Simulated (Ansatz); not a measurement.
## Ansatz (development build ahead of 0.2.0) run

```yaml
crystal:
  periodic: [false, false, false]
  atoms:
    - { symbol: C, position_ang: [0.0, 0.0, 2.2698] }
    - { symbol: B, position_ang: [0.0, 0.0, 0.0] }
    - { symbol: S, position_ang: [0.0, 0.0, -2.6812] }
basis:
  gaussian: { orbitals: "6-31G" }
total_charge: 1
magnetization:
  initial_magnetization: 2
hamiltonian:
  xc: hf
```

The input is written out in the form of the current development build from the run's settings.

Results

```json
{
  "Converged": "yes",
  "Total energy": "-459.35259 hartree",
  "Spin squared of the determinant": "2.000",
  "Stability test": "minimum among restricted orbitals"
}
```

Caution: stretched shape with no unrestricted run beside it, a lower state can exist; other spin multiplicities may lie lower.
